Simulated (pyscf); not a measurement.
This saddle point was located with ωB97X-D3(BJ)/def2-SVP in PySCF.

```
Si
F 1 1.6146
F 1 1.6147 2 124.60
F 1 1.6324 2 97.50 3 104.53
N 1 1.8443 2 115.13 4 102.30
H 5 1.0228 1 116.14 2 -166.31
H 5 1.0228 6 109.39 1 -133.34
H 5 1.2842 6 120.93 7 -145.47
H 8 1.0749 5 137.58 6 -109.87
```
Charge 0, spin multiplicity 1.

Surface: singlet, charge 0. Lowest wavenumbers (cm⁻¹): 1504i, 108, 127, 153, 365.

Which two sides does it connect, and which bonds change?

F–SiH(F)–F + NH₃ ⇌ H₂N–Si(F)(F)–F + H₂, a four-centre exchange read from left to right: H–Si, H–N broken and N–Si, H–H formed. At ωB97M-D3(BJ)/def2-TZVP it lies +1.57 eV from the left side and +2.13 eV from the right (each side as separated species at their lowest minima found). On the reactant side the descent ends in an adduct with a N–Si contact (not fully relaxed), 0.12 eV over the separated species and 1.45 eV under the saddle at ωB97X-D3(BJ)/def2-TZVP. What is counted as formed (N–Si) is already present as a longer contact in the reactant adduct; forming that adduct is a step of its own. This is the saddle that the search found; another between the same sides may lie lower.
